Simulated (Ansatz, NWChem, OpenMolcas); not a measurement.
**A ladder of methods for BNH3 (SMILES B[NH])**

BNH3 has 5 atoms, charge 0, and is taken as a doublet. SMILES: `B[NH]`. The coordinates come from a PBE0-D4/def2-TZVP relaxation.

Quantity: the vertical energy of the quartet above the doublet, in eV. The values are calculated.

```
                level                    kind     program  value (eV)  CPU time (all runs)
       UHF/def2-TZVPP            Hartree–Fock      NWChem        5.29                 61 s
    USVWN5/def2-TZVPP                     LDA  OpenMolcas        5.86                 56 s
     UBLYP/def2-TZVPP                     GGA      Ansatz        5.83                 11 s
  U-r2SCAN/def2-TZVPP                meta-GGA  OpenMolcas        5.55              1.8 min
    UB3LYP/def2-TZVPP           global hybrid  OpenMolcas        5.83                 78 s
UCAM-B3LYP/def2-TZVPP  range-separated hybrid      Ansatz        5.87                 14 s
  RPA@PBE0/def2-TZVPP                     RPA      Ansatz        5.86                 20 s
     UCCSD/def2-TZVPP   coupled cluster or CI      Ansatz        5.94                 70 s
           FCI/STO-3G    full CI, core frozen      Ansatz        7.00                2.1 s
```

The values span 5.29 to 7.00 eV. High-level rows in very small sets aren't better than simpler rows in larger ones. Times are those of the runs behind each value, whatever else they computed, on shared processors of several kinds: orders of magnitude only.
